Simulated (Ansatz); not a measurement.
Disilane, H6Si2. Charge 0, multiplicity 1. Geometry: relaxed with PBE0-D4/def2-TZVP.

```xyz
8

Si    0.106    0.841    0.805
Si   -0.106   -0.841   -0.805
H     0.791    2.027    0.224
H    -1.236    1.259    1.294
H     0.902    0.351    1.962
H     1.235   -1.256   -1.297
H    -0.905   -0.352   -1.960
H    -0.788   -2.029   -0.223
```

Task: What is the dipole moment at B3LYP/def2-TZVPP? (An estimate is asked.)

Result: Computed: 0.00 D, zero by symmetry or nearly so.

Task: Give the Mulliken charges with B3LYP, PBE, ωB97M-V in def2-TZVPP. (Estimate.)

Result: Ansatz gave: 
| atom | B3LYP | PBE | ωB97M-V |
| --- | --- | --- | --- |
| Si1 | 0.17 | 0.12 | 0.06 |
| Si2 | 0.17 | 0.12 | 0.06 |
| H3 | -0.06 | -0.04 | -0.02 |
| H4 | -0.06 | -0.04 | -0.02 |
| H5 | -0.06 | -0.04 | -0.02 |
| H6 | -0.06 | -0.04 | -0.02 |
| H7 | -0.06 | -0.04 | -0.02 |
| H8 | -0.06 | -0.04 | -0.02 |

B3LYP here is the variant with VWN-RPA as its local correlation; programs differ in this.
